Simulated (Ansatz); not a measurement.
A made-up structure of AlSiNH5 (charge +1), closed shell:

```csv
atom,x (Å),y (Å),z (Å)
Al1,0.7089,-1.2160,0.5687
N2,0.0425,0.2785,0.5495
Si3,-0.7773,1.1357,-0.9133
H4,-0.7323,0.2688,-2.0370
H5,-1.2641,2.4370,-0.6197
H6,0.0741,0.8014,1.4220
H7,0.6747,-2.0176,-0.7223
H8,1.3363,-1.7719,1.8367
```

It is relaxed with PBE-D4/def2-SVP and then PBE0-D4/def2-TZVP (Ansatz 0.2.0). Atoms count as bonded within 1.22 times the sum of their covalent radii (H–H: 0.88 Å). The end point is not checked to be a true minimum.

Question: Does its bonding change? (Judge from chemistry; the calculation decides.)

Answer: Computed: No: no bond forms or breaks.

Where it ends: The first stage lowers the energy by 1.60 eV in 8 steps. It ends as AlSiNH₅ ([AlH2][NH][SiH2]), total charge +1:
Al1  (0.774, -1.366, 0.564)
N2  (-0.001, 0.350, 0.511)
Si3  (-0.708, 1.074, -0.775)
H4  (-0.756, 0.324, -2.037)
H5  (-1.272, 2.428, -0.660)
H6  (0.023, 0.885, 1.376)
H7  (0.639, -2.025, -0.852)
H8  (1.364, -1.753, 1.956)
(Å)

Labels in which every atom is bracketed show which atoms are joined, not bond orders.

For scale, one of the runs: PBE0-D4/def2-TZVP relaxation, 135 basis functions, launched by `ansatz run in.yaml --threads 2 --pin off --events-out ev --progress --plain --max-ram 4352MiB`. The run took about 13 s on 2 CPU threads of an Intel Xeon Platinum 8488C (shared host).
